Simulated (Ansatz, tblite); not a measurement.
**The cluster Be₃+: one state, many levels**

How do method and basis change the picture of the cluster Be₃+ (doublet)?

The runs use Ansatz 0.2.0, Gaussian basis; as each input shows.

Levels to be run: GFN1-xTB, GFN2-xTB, PBE/def2-TZVP, r2SCAN/def2-TZVP, ωB97X-V/def2-TZVP, BHLYP/def2-TZVP, r2SCAN0/def2-TZVP, LDA/def2-TZVP, HF/def2-TZVP, PBE/def2-SVP, PBE0/def2-SVP, CCSD(T)/def2-TZVPP, MP2/def2-TZVP, RPA/def2-TZVP.

## (1) The structure

The doublet was relaxed beforehand with PBE0/def2-TZVP. At that level it is the lowest of the isomers that a small search found.

3 atoms, charge 1, spin multiplicity 2.

Bond lengths: Be1–Be2 2.194 Å, Be1–Be3 2.194 Å. Angles: Be2–Be1–Be3 180.0°.

The ion is computed in the gas phase, without counter-ions or solvent.

PBE0/def2-TZVP was run before; its log isn't repeated, and its numbers join the tables.

## (2) GFN1-xTB

Tight binding, by tblite at 300 K electronic temperature and without a spin-polarisation term:

```python
tblite.interface.Calculator('GFN1-xTB', numbers, positions, charge=1, uhf=1).singlepoint()
```

Energy -47.5675 eV; 0.005 s.

## (3) GFN2-xTB

Tight binding, by tblite at 300 K electronic temperature and without a spin-polarisation term:

```python
tblite.interface.Calculator('GFN2-xTB', numbers, positions, charge=1, uhf=1).singlepoint()
```

Energy -40.1143 eV; 0.003 s.

## (4) PBE/def2-TZVP

start.molden holds the orbitals of an earlier run on this state, given as this run's starting guess.

File in.yaml:

```yaml
crystal:
  periodic: [false, false, false]
  atoms:
    - {symbol: Be, position_ang: [0.000025, -0.000011, 0.000028]}
    - {symbol: Be, position_ang: [1.435271, -1.177899, -1.168013]}
    - {symbol: Be, position_ang: [-1.435286, 1.177910, 1.167995]}
basis:
  gaussian: {orbitals: def2-TZVP, initial_orbitals: start.molden}
total_charge: 1
magnetization: {spin_polarized: true, initial_magnetization: 1}
hamiltonian: {xc: pbe}
scf: {omitted_lower_state_checks: [starts]}
output: {orbitals: {seedname: orbitals}}
```

On the command line:

```
$ ansatz run in.yaml --threads 4 --pin off --events-out ev --progress --plain --max-ram 3916MiB
```

After this run come: r2SCAN/def2-TZVP; ωB97X-V/def2-TZVP; BHLYP/def2-TZVP; r2SCAN0/def2-TZVP; LDA/def2-TZVP; HF/def2-TZVP; PBE/def2-SVP; PBE0/def2-SVP; CCSD(T)/def2-TZVPP; MP2/def2-TZVP; RPA/def2-TZVP.

Before running them: what should the planned runs give, taken together? Wanted: gap in def2-TZVP, named functionals and Hartree-Fock, smallest and largest; correlation energy, CCSD(T)/def2-TZVPP; correlation energy, MP2/def2-TZVP; ⟨S²⟩ in def2-TZVP, named functionals and Hartree-Fock, smallest and largest; PBE0 total energy, smallest basis above largest.

As calculated:

| quantity | value |
| --- | --- |
| gap in def2-TZVP, named functionals and Hartree-Fock, smallest and largest | 0.75 eV (LDA), 6.33 eV (HF) |
| correlation energy, CCSD(T)/def2-TZVPP | -5.02 eV |
| correlation energy, MP2/def2-TZVP | -3.73 eV |
| ⟨S²⟩ in def2-TZVP, named functionals and Hartree-Fock, smallest and largest | 0.770, 1.129 |
| PBE0 total energy, smallest basis above largest | 1.27 eV (def2-SVP, def2-TZVP) |

**Reading.** Over the named functionals and Hartree-Fock in def2-TZVP the gap runs from 0.75 eV (LDA) to 6.33 eV (HF); exact exchange widens it. Over the named functionals and Hartree-Fock in def2-TZVP spin contamination reaches 0.38 (HF), so some levels may describe another state. Notes on CCSD(T)/def2-TZVPP: large T1 diagnostic, spin contamination.
